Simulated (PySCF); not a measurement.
Compound: C2H4NOS (charge -1).
Atom-mapped SMILES: `[NH2:1][C:2](=[O:3])[CH2:4][S-:5]` (hydrogens: H6, H7 on N1; H8, H9 on C4)

Torsions of this conformer, `[NH2:1][C:2](=[O:3])[CH2:4][S-:5]`: N1–C2–C4–S5 -1°, H–N1–C2–O3 180°, H–N1–C2–O3 0°.

The closed-shell ground state was solved at several levels (PySCF, density fitting, gas phase, non-relativistic). One conformer (not necessarily the lowest) at the PBE0-D3(BJ)/def2-SVP geometry, without solvent, vibrations or thermal averaging. The geometry's basis has no diffuse functions, a weakness for an anion. No diffuse functions stand in pcSseg-1 and pcSseg-2, which bears on an anion's orbital energies.

| level | basis functions | total energy (Eh) | HOMO (eV) | LUMO (eV) | gap (eV) |
| --- | --- | --- | --- | --- | --- |
| PBE0/pcSseg-1 | 112 | -606.4381 | -0.10 | 5.58 | 5.68 |
| B3LYP/def2-SVPD | 142 | -606.6205 | -0.41 | 4.26 | 4.67 |

(1) Estimate the row for wB97X-D/pcSseg-2, a basis of 243 functions; the other rows only guide the guess.

(2) Over all these levels, which gives the widest orbital gap and which the narrowest?

Answers

(1) Total energy -606.8869 Eh, HOMO -2.31 eV, LUMO 6.02 eV, gap 8.33 eV.

(2) wB97X-D/pcSseg-2 (range-separated hybrid) has the widest, 8.33 eV, and B3LYP/def2-SVPD (global hybrid, 20 % exact exchange) the narrowest, 4.67 eV. Functional and basis both differ between the two, so the spread mixes both effects.

wB97X-D is run here without its empirical dispersion term; that term would change no orbital, density or response property at a fixed geometry.
